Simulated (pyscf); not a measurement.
PySCF, gas phase, ωB97X-D3(BJ)/def2-SVP geometries.

Task: Estimate the classical barrier height and the reaction energy of HO–BH–OH + HF → HO–B(OH)–F + H₂ at B3LYP-D3(BJ)/def2-TZVP. The step runs on the singlet surface, breaks B–H, F–H and forms B–F, H–H; take the separated reactants as zero.

Result: ΔE‡ = 1.18 eV, ΔE = -1.29 eV. ωB97M-D3(BJ)/def2-TZVP gives 1.16 eV and -1.28 eV. Zero-point energy shifts the barrier by -0.02 eV. It is a four-centre exchange, with an imaginary mode of 1196i cm⁻¹. On the reactant side the descent ends in a complex, 0.27 eV under the separated species and 1.47 eV under the saddle at ωB97X-D3(BJ)/def2-TZVP. The same reactants have a lower exit, to H₂O + HO–BH–F (barrier +0.74 eV at ωB97M-D3(BJ)/def2-TZVP, against +1.16 eV here). This is the saddle that the search found; another between the same sides may lie lower.
